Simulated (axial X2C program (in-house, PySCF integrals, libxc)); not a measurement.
Potential curves of SiO⁻, 2c

Computed with an in-house relativistic program for diatomic molecules. Two-component (2c) means X2C with spin–orbit coupling and atomic mean-field two-electron Coulomb and Gaunt terms. Basis: Si dyall-av3z [9s8p3d2f], O dyall-av3z [7s6p3d2f] (cores contracted in-house); Gaussian nuclei, density fitting, unrestricted open shells. Masses: Si 27.977 u, O 15.995 u.

State: Ω = 1/2 (⟨Sz⟩ = -0.50, ⟨Lz⟩ = 1.00 at r2SCAN). Energies in eV from the fragments at the same level (Si- + O for r2SCAN; Si + O- for MP2). Fits are polynomials in 1 − R0/R over 0.85 to 1.23 times the lowest point R0.

| R (Å) | r2SCAN | MP2 |
| --- | --- | --- |
| 1.3581 | -5.2882 | -5.5061 |
| 1.4205 | -6.0958 | -6.3653 |
| 1.4673 | -6.4435 | -6.7499 |
| 1.5142 | -6.6253 | -6.9669 |
| 1.5610 | -6.6795 | -7.0550 |
| 1.6156 | -6.6224 | -7.0365 |
| 1.6703 | -6.4702 | -6.9223 |
| 1.7405 | -6.1802 | -6.6774 |
| 1.8264 | -5.7378 |  |
| 1.9512 | -5.0181 |  |

Correlated methods: 11 electrons correlated (number of frozen shells: Si 2 s, 1 p; O 1 s), 199 virtual spin orbitals or spinors in MP2.

One determinant describes the state; a PBE0 search over occupations chose it and may have missed a lower one. Dissociation energies refer to the lowest single-determinant-based atoms at the same level and basis. Density functionals use the spin component along the axis (collinear). The highest occupied level is positive at some bond lengths even in Hartree–Fock (under at least one Hamiltonian), so the basis set holds the extra electron there; where that holds at Re the anion is at best weakly bound and its constants depend on the basis. In 2c an atomic determinant is not the ground J level, so De misses part of the atomic spin–orbit lowering. This holds for r2SCAN, MP2. Without a current term, density functionals place determinants with orbital angular momentum somewhat too high. MP2 and coupled cluster on one determinant become unreliable at the stretched end.

Fit the r2SCAN curve near its minimum: give the equilibrium distance, the harmonic wavenumber and the well depth.

At r2SCAN, 2c: Re = 1.562 Å, ωe ≈ 1080 cm⁻¹, De = 6.68 eV to Si- + O; Be follows as 0.679 cm⁻¹.

Fit the MP2 curve near its minimum: give the equilibrium distance, the harmonic wavenumber and the well depth.

At MP2, 2c: Re = 1.579 Å, ωe ≈ 1030 cm⁻¹, De = 7.06 eV to Si + O-; Be follows as 0.665 cm⁻¹.
